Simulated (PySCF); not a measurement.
**Unknown: peak-picked proton spectrum**

Formula C$_{6}$H$_{10}$. The spectrum was simulated from the full spin Hamiltonian at 400 MHz with 1.2 Hz Lorentzian lines, from shifts rounded to 0.01 ppm and J to 0.1 Hz, couplings under 1 Hz left out.

```
region  integral (H)    ppm      Hz  height
     1             1  6.127  2450.8       6
     1                6.121  2448.3      15
     1                6.115  2445.9      15
     1                6.109  2443.5       6
     1                6.093  2437.1       6
     1                6.086  2434.6      17
     1                6.080  2432.1      17
     1                6.074  2429.7       6
     2             1  5.613  2245.1       2
     2                5.610  2244.1       3
     2                5.607  2243.0       2
     2                5.591  2236.2       6
     2                5.588  2235.2       8
     2                5.585  2234.1       6
     2                5.579  2231.4       2
     2                5.576  2230.2       3
     2                5.572  2228.9       3
     2                5.568  2227.3       6
     2                5.566  2226.3       9
     2                5.563  2225.2       6
     2                5.556  2222.5       6
     2                5.553  2221.3       8
     2                5.551  2220.2       6
     2                5.547  2218.7       3
     2                5.544  2217.5       3
     2                5.541  2216.2       3
     2                5.534  2213.6       5
     2                5.531  2212.5       7
     2                5.529  2211.4       5
     2                5.512  2204.7       2
     2                5.509  2203.6       3
     2                5.506  2202.5       2
     3             2  4.902  1960.8      22
     3                4.899  1959.6      25
     3                4.896  1958.5      22
     3                4.893  1957.2      17
     3                4.889  1955.4      15
     3                4.885  1953.9      18
     3                4.880  1951.9      20
     4             3  2.174   869.7      73
     4                2.170   868.1     100
     4                2.166   866.3      73
     5             3  2.097   838.9      23
     5                2.094   837.7      40
     5                2.091   836.5      42
     5                2.088   835.2      40
     5                2.085   834.0      24
     5                2.075   830.0      24
     5                2.072   828.8      40
     5                2.069   827.6      41
     5                2.066   826.4      39
     5                2.063   825.2      23
```

$^{13}$C{$^{1}$H} NMR (computed): δ 148.3, 136.4, 126.3, 118.0, 25.6, 17.1.

PySCF 2.14 calculation with shielding tensors at KT2/pcSseg-2 (GIAO), PBE0-D3(BJ)/def2-SVP geometry and B3LYP/pcJ-1 coupling constants (without the spin–dipole term); in vacuum, averaged over atoms made equivalent by symmetry, fast rotation or ring inversion, single conformer, no relativistic terms.

Chemical shifts δ = σref − σ; $^{1}$H and $^{13}$C against TMS, all at this level.

Q: Analyse the multiplets.

A: $^{1}$H NMR (400 MHz, computed): δ 6.10 (dq, J = 13.8, 2.5 Hz, 1H), 5.56 (dqt, J = 13.8, 8.9, 1.2 Hz, 1H), 4.90 (d of oct, J = 2.3, 1.3 Hz, 1H), 4.88 (sext of q, J = 2.0, 1.3 Hz, 1H), 2.17 (dd, J = 2.1, 1.4 Hz, 3H), 2.08 (ddt, J = 8.9, 2.5, 1.3 Hz, 3H). These are first-order names from the parameters used; overlap and second-order distortion can hide them in the list.

Q: What is the compound?

A: SMILES C=C(C)/C=C\C.

Structure with atom numbers: `[CH2:1]=[C:2]([CH3:3])/[CH:4]=[CH:5]\[CH3:6]` (H(Xn): hydrogen on atom n). Ha(C1) is cis to C3; Hb(C1) is trans to C3.

- δ 6.10: H(C4), hydrogen on an alkene CH, coupled to H(C5) (13.8 Hz), H(C6) (2.5 Hz).
- δ 5.56: H(C5), hydrogen on an alkene CH, coupled to H(C4) (13.8 Hz), H(C6) (8.9 Hz), Ha(C1) and Hb(C1) (1.2 Hz).
- δ 4.90: Hb(C1), hydrogen on a terminal =CH2 carbon, coupled to Ha(C1) (2.3 Hz), H(C3) and H(C6) and H(C5) (1.3 Hz).
- δ 4.88: Ha(C1), hydrogen on a terminal =CH2 carbon, coupled to Hb(C1) and H(C3) and H(C5) (2.0 Hz), H(C6) (1.3 Hz).
- δ 2.17: H(C3), hydrogen on an allylic methyl carbon, coupled to Ha(C1) (2.1 Hz), Hb(C1) (1.4 Hz).
- δ 2.08: H(C6), hydrogen on an allylic methyl carbon, coupled to H(C5) (8.9 Hz), H(C4) (2.5 Hz), Ha(C1) and Hb(C1) (1.3 Hz).

This is the structure that produced the data.

Splittings below 1 Hz are ignored in the labels, and close J values are merged. Unscaled 3J(H,H) at this level run about 10 % above measured values. Shifts are as computed. Against solution values, carbons near 30 ppm lie about +3 ppm off and those near 130 ppm about -1 ppm. Of 1211 compounds with measured shifts, 218 miss one by over three times the rms of a fit or turn the order of signals round; such compounds aren't used in these exercises.
